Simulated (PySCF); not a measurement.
# Na₂⁺: from constants to spectrum

UHF-CCSD(T) constants of Na₂⁺, ²Σg⁺ (doublet), unpaired electrons σ ↑ (basis Na 6-31G(d,p); no relativity; PySCF 2.14; masses 22.9898 and 22.9898 u):

```
ωe              : 123.7 cm⁻¹
ωexe            : 0.325 cm⁻¹
Be              : 0.11029 cm⁻¹
αe              : 0.000488 cm⁻¹
D (centrifugal) : 3.51e-07 cm⁻¹
De to Na⁺ + Na  : 0.97 eV
```

Task: Give the vibrational terms G(v) and spacings up to v = 3.

Result: G(v) = ωe(v+½) − ωexe(v+½)².

| v | G(v) (cm⁻¹) | G(v) − G(v−1) | Bv (cm⁻¹) |
| --- | --- | --- | --- |
| 0 | 61.8 |  | 0.1100 |
| 1 | 184.8 | 123.1 | 0.1096 |
| 2 | 307.2 | 122.4 | 0.1091 |
| 3 | 429.0 | 121.8 | 0.1086 |

Task: How well does the Morse estimate ωe²/(4ωexe) reproduce De, and what is D0?

Result: It gives 1.46 eV, 150 % of the computed De. D0 = De − G(0) = 0.97 − 0.01 = 0.96 eV.

Correlated steps freeze 2 core orbitals. Correlated levels converge slowly with the basis: in double zeta they bind strong bonds too weakly, by up to about 1 eV, and carry superposition errors of some tenths. The state was picked by a PBE0 search and need not be the measured ground state.
